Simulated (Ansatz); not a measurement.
Results of LDA (plane waves, PAW; Ansatz, a first-principles code) for fluorite CeO₂.

Run with plane-wave cutoff 520 eV, 8×8×8 k mesh, perturbation theory, no spin polarisation, scalar-relativistic PAW data made under PBE.

The cell has the measured lattice: a = b = c = 5.4097 Å, α = β = γ = 90.00°.

Question: Give the computed electronic dielectric constant ε∞ and dielectric constant ε0 (ions relaxed).

Answer: 
electronic dielectric constant ε∞: 7.84
dielectric constant ε0 (ions relaxed): 29.6

Measured, for comparison: high-frequency dielectric constant 5.31 (temperature not stated, no zero-point or thermal correction; as tabulated in Toward a consistent prediction of defect chemistry in CeO2 (PMC9835833)). Computed (rounded) less measured: high-frequency dielectric constant +48 %.

Note: the cell isn't this level's own, so it is under some stress, which shifts stiffness and frequencies.

Spin–orbit coupling is not included.

Cost on a shared machine: around 6 core-minutes (rough).
